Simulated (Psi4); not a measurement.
Psi4 input (wB97X-D/6-31G*):

```
memory 1500 MB

molecule {
1 2
F    -0.00000000   -0.00000000   -0.69824324
F     0.00000000    0.00000000    0.69824324
symmetry c1
no_reorient
no_com
}

set {
  basis 6-31G*
  reference uks
  scf_type pk
  dft_radial_points 99
  dft_spherical_points 590
  e_convergence 1e-8
  d_convergence 1e-7
  maxiter 150
}

e = energy('wb97x-d')
print_out(f'\nFINAL {e:.10f} DIPOLE {variable("CURRENT DIPOLE")[0]:.6f} {variable("CURRENT DIPOLE")[1]:.6f} {variable("CURRENT DIPOLE")[2]:.6f}\n')
```

From the last part of the output:

```
      28A      2.967413    29A      3.101556    30A      3.641060

    Beta Occupied:

       1A    -25.486642     2A    -25.486516     3A     -1.931987
       4A     -1.663965     5A     -1.158299     6A     -1.095484
       7A     -1.037463     8A     -0.965959

    Beta Virtual:

       9A     -0.667468    10A     -0.529949    11A      0.553102
      12A      0.693657    13A      0.727106    14A      0.741289
      15A      0.916925    16A      0.930913    17A      0.944536
      18A      1.184455    19A      1.187735    20A      1.288865
      21A      1.337872    22A      1.338659    23A      1.587992
      24A      1.588871    25A      1.668334    26A      2.095644
      27A      2.098853    28A      2.984570    29A      3.117395
      30A      3.653732

    Final Occupation by Irrep:
              A
    DOCC [     8 ]
    SOCC [     1 ]
    NA   [     9 ]
    NB   [     8 ]

  @UKS Final Energy:  -198.86966127039392

   => Energetics <=

    Nuclear Repulsion Energy =             30.6937121684629552
    One-Electron Energy =                -330.2394825473979836
    Two-Electron Energy =                 115.0712127722461702
    DFT Exchange-Correlation Energy =     -14.3950994895493327
    Empirical Dispersion Energy =          -0.0000041741557403
    VV10 Nonlocal Energy =                  0.0000000000000000
    Total Energy =                       -198.8696612703939195

  UHF NO Occupations:
  HONO-2 :    7  A 1.9998684
  HONO-1 :    8  A 1.9990599
  HONO-0 :    9  A 1.0000000
  LUNO+0 :   10  A 0.0009401
  LUNO+1 :   11  A 0.0001316
  LUNO+2 :   12  A 0.0000860
  LUNO+3 :   13  A 0.0000305

Computation Completed

Properties will be evaluated at   0.000000,   0.000000,   0.000000 [a0]

Properties computed using the SCF density matrix

 Multipole Moments:

 ------------------------------------------------------------------------------------
     Multipole            Electronic (a.u.)      Nuclear  (a.u.)        Total (a.u.)
 ------------------------------------------------------------------------------------

 L = 1.  Multiply by 2.5417464519 to convert [e a0] to [Debye]
 Dipole X            :         -0.0000000            0.0000000           -0.0000000
 Dipole Y            :          0.0000000            0.0000000            0.0000000
 Dipole Z            :          0.0000000            0.0000000            0.0000000
 Magnitude           :                                                    0.0000000

 ------------------------------------------------------------------------------------

FINAL -198.8696612704 DIPOLE -0.000000 0.000000 0.000000

*** Psi4 exiting successfully. Buy a developer a beer!
```

The dipole moment of an ion depends on the origin.
